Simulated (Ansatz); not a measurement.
Results of LDA (plane waves, PAW; Ansatz, a first-principles code) for fcc Sr.

A relaxed, unreconstructed slab of the (211) face has 12 atoms, two equal faces of 41.261 Å² each and an energy of -41329.3096 eV. A bulk cell of 6 atoms with the same orientation and in-plane k mesh has -20665.8932 eV. Energies are extrapolated to zero smearing.

Settings: plane-wave cutoff 500 eV, 6×14×1 k mesh (along the axes of the cell as run), Fermi–Dirac smearing 0.1 eV, scalar-relativistic PAW data made under PBE.

Worked out: γ = (E_slab − N E_bulk per atom)/2A = [-41329.3096 − 12 × (-20665.8932/6)]/(2 × 41.261) = 0.0300 eV/Å². With 16.022 J/m² per eV/Å² this is 0.48 J/m², or 1.24 eV per surface cell and face.
